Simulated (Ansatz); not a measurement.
Results of r²SCAN in Ansatz (plane waves, PAW) for diamond-structure Si.

Settings: plane-wave cutoff 560 eV, 12×12×12 k mesh, Fermi–Dirac smearing 0.01 eV, scalar-relativistic PAW data made under PBE.

The cell has the measured lattice: a = b = c = 5.4300 Å, α = β = γ = 90.00°.

### Question
Predict the band gap, smallest direct gap on the k points sampled and width of the whole s-p valence band.

### Answer

- band gap = 0.76 eV (indirect)
- smallest direct gap on the k points sampled = 2.74 eV
- width of the whole s-p valence band = 12.54 eV

Note: cell and atoms aren't relaxed at this level (pressure 0.8 GPa).

Ansatz is a first-principles code.
